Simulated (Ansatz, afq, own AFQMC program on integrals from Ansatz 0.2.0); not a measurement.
**AlNH$_{2}$, singlet in cc-pVTZ, levels against CCSDT(Q)**

```xyz
4

Al    0.0000    0.0000    0.6968
N     0.0000    0.0000   -1.0992
H     0.0000    0.8223   -1.6887
H     0.0000   -0.8223   -1.6887
```

Connectivity, by distances: Al–NH2.

Basis cc-pVTZ. Only valence electrons are correlated. AFQMC by an in-house program on the Cholesky factors that Ansatz 0.2.0 writes for its CCSD(T) run. The CISD trial takes its coefficients from CCSD amplitudes. Released means that phaseless walkers are propagated on without the constraint, phases kept. Error bars are statistical, one sigma.

Determinant: UHF, the one that the program's search chose, which needn't be the lowest solution. The geometry is a PBE0/def2-TZVP stationary point of this or a neighbouring charge and spin state.

No full CI on the walks' own integrals is used here; CCSDT(Q) serves as the reference and is uncertain by about the last step of the cluster series.

Cautions: the determinant is a saddle point among determinants of its kind.

The T1 diagnostic is 0.0139 and the weight of the determinant in the CISD state is 0.872. The ⟨S²⟩ of the determinant is 0.000 and the size of the correlated space is 10 electrons in 86 orbitals.

Reference: CCSDT(Q), correlation energy -8.389 eV. The released energy is read at 2.40 1/Eh (meV from the phaseless value at times in 1/Eh: 5 ± 4 at 0.24, -5 ± 3 at 0.51, -12 ± 4 at 0.99, -7 ± 5 at 1.62, -8 ± 7 at 2.40).

| level | E − E(reference) (kJ/mol) | share of correlation (%) |
| --- | --- | --- |
| HF | 809.4 | 0.00 |
| MP2 | 81.4 | 89.95 |
| CCSD | 32.1 | 96.03 |
| CCSD(T) | 2.7 | 99.67 |
| CCSDT | 1.7 | 99.79 |
| ph-AFQMC/HF | -3.6 ± 2.5 | 100.44 |
| ph-AFQMC/CISD | 0.7 ± 0.5 | 99.92 |
| released AFQMC | -0.1 ± 0.7 | 100.02 |

A walk keeps the symmetry of its determinant, which the program's search chose and which needn't be the lowest solution, so a lower state of the same spin and another symmetry isn't excluded. Released energies are given only where the last usable release times agree within the noise; a slower fall can still hide under it.
